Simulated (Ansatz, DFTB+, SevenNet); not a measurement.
# How well does each level of theory give the cohesive energy of fcc Cu?

Reference value: 3.52 eV/atom (measured, zero-point vibration energy added; as tabulated in Harl et al. (2010), doi:10.1103/physrevb.81.115126).

```
level (code)              value (eV/atom)  cell (Å³/atom)
------------------------  ---------------  --------------
GFN1-xTB (DFTB+)                     4.93           13.63
SevenNet-l3i5 (SevenNet)              [?]           11.79
LDA (Ansatz)                         4.56           10.89
PBE (Ansatz)                         3.52           11.95
PBE-D3(BJ) (Ansatz)                  4.12           11.31
r²SCAN-D4 (Ansatz)                    [?]           11.28
```

**Question.** Complete the blanks.

**Answer.** 
- SevenNet-l3i5 (SevenNet), value (eV/atom): 3.54
- r²SCAN-D4 (Ansatz, a quantum-chemistry and plane-wave program), value (eV/atom): 4.09

Errors against the reference: GFN1-xTB +1.41 eV/atom, SevenNet-l3i5 +0.02 eV/atom, LDA +1.04 eV/atom, PBE 0.00 eV/atom, PBE-D3(BJ) +0.60 eV/atom, r²SCAN-D4 +0.57 eV/atom.

Leaving aside GFN1-xTB, SevenNet-l3i5, which can be fitted to such values or carry a doubt: The best agreement in this table is that of PBE (0.00 eV/atom). LDA (+1.04 eV/atom) lies farthest from it. Of these only PBE lands within 0.2 eV/atom.

GFN1-xTB: the free atoms are run in the same model without spin. GFN1-xTB: the method was fitted mainly to molecules. SevenNet-l3i5: free atoms can lie outside what these potentials were trained on. Each level is taken at its own relaxed cell. Cutoffs differ between the levels. Ansatz's density-functional and Hartree–Fock values are scalar-relativistic unless marked +SOC, with PAW data made under PBE.

Machine-learned potentials (SevenNet-l3i5) are trained on DFT data, which may include these solids.

Differences are worked out from the printed values.
